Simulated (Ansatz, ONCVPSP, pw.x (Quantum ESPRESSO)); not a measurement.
# What a changed setting does to a pw.x run (sc As)

Potential: optimised norm-conserving Vanderbilt (ONCV), ONCVPSP 4.0.1.1 (patched build), PBEsol; core [Ar] 3d10, reference 4s2 4p3; waves: 4s: rc 1.70 bohr, ncon 4, nbas 8, qcut 4.8 1/bohr, 2 projectors, debl 3.8 Ha; 4p: rc 1.90 bohr, ncon 5, nbas 9, qcut 4.6 1/bohr, 1 projector; d scattering state at 0.44 Ha: rc 1.95 bohr, ncon 3, nbas 6, qcut 5.1 1/bohr, 2 projectors, debl 0.7 Ha; local part: polynomial inside 1.20 bohr (lpopt 4, dvloc0 3 Ha); core correction: none.

The reference run (k-mesh 12³, cutoffs 45/180 Ry, Fermi–Dirac 0.01 Ry, mixing_beta 0.4, conv_thr 1e-9, no spin) gives -0.11 GPa at 19.616 Å³/atom, where all-electron LAPW gives -0.40 GPa. This run, with its own iteration cap, changes smearing to mv.

```
&control
  calculation='scf', prefix='x', pseudo_dir='./', outdir='./tmp', tstress=.true., disk_io='none'
/
&system
  ibrav=0, nat=1, ntyp=1, ecutwfc=45, ecutrho=180, nbnd=9,
  occupations='smearing', smearing='mv', degauss=0.01
/
&electrons
  conv_thr=1e-09, mixing_beta=0.4, electron_maxstep=50
/
ATOMIC_SPECIES
As 1.0 As.UPF
CELL_PARAMETERS angstrom
  2.69693296 0.00000000 0.00000000
  0.00000000 2.69693296 0.00000000
  0.00000000 0.00000000 2.69693296
ATOMIC_POSITIONS crystal
As 0.0000 0.0000 0.0000
K_POINTS automatic
12 12 12 0 0 0
```

```bash
pw.x < As.scf.in > As.scf.out
```

Task: How does the run end?

Result: It converges in 5 iterations; the free energy moves by +17.6 meV/atom and the pressure by -0.14 GPa. This scheme is built to cancel the term in the square of the width that Fermi–Dirac smearing leaves in the F of a metal.

```
Message from routine setup:
     using ibrav=0 with symmetry is DISCOURAGED, use correct ibrav instead
     lattice parameter (alat)  =       5.0965  a.u.
     unit-cell volume          =     132.3753 (a.u.)^3
     number of electrons       =         5.00
     number of Kohn-Sham states=            9
     kinetic-energy cutoff     =      45.0000  Ry
     charge density cutoff     =     180.0000  Ry
     scf convergence threshold =      1.0E-09
     Exchange-correlation= PBESOL
     number of k points=    84  Marzari-Vanderbilt smearing, width (Ry)=  0.0100
     iteration #  1     ecut=    45.00 Ry     beta= 0.40
     total energy              =     -12.67064940 Ry
     estimated scf accuracy    <       0.00232001 Ry
     iteration #  2     ecut=    45.00 Ry     beta= 0.40
     total energy              =     -12.67063134 Ry
     estimated scf accuracy    <       0.00082712 Ry
     iteration #  3     ecut=    45.00 Ry     beta= 0.40
     total energy              =     -12.67063739 Ry
     estimated scf accuracy    <       0.00000069 Ry
     iteration #  4     ecut=    45.00 Ry     beta= 0.40
     total energy              =     -12.67063877 Ry
     estimated scf accuracy    <          2.9E-09 Ry
     iteration #  5     ecut=    45.00 Ry     beta= 0.40
     the Fermi energy is     8.4468 ev
!    total energy              =     -12.67063877 Ry
     estimated scf accuracy    <          6.1E-10 Ry
     smearing contrib. (-TS)   =      -0.00010348 Ry
     The total energy is F=E-TS. E is the sum of the following terms:
     one-electron contribution =       3.92912122 Ry
     hartree contribution      =       0.47170284 Ry
     xc contribution           =      -3.15339033 Ry
     ewald contribution        =     -13.91796901 Ry
     convergence has been achieved in   5 iterations
          total   stress  (Ry/bohr**3)                   (kbar)     P=       -2.51
     Message from routine punch:
     Nothing written, as per user request (disk_io='none')
```

The run took about 8.8 s on one core of a shared host (Neoverse-N1, 64 threads, 124 GiB, load 55).
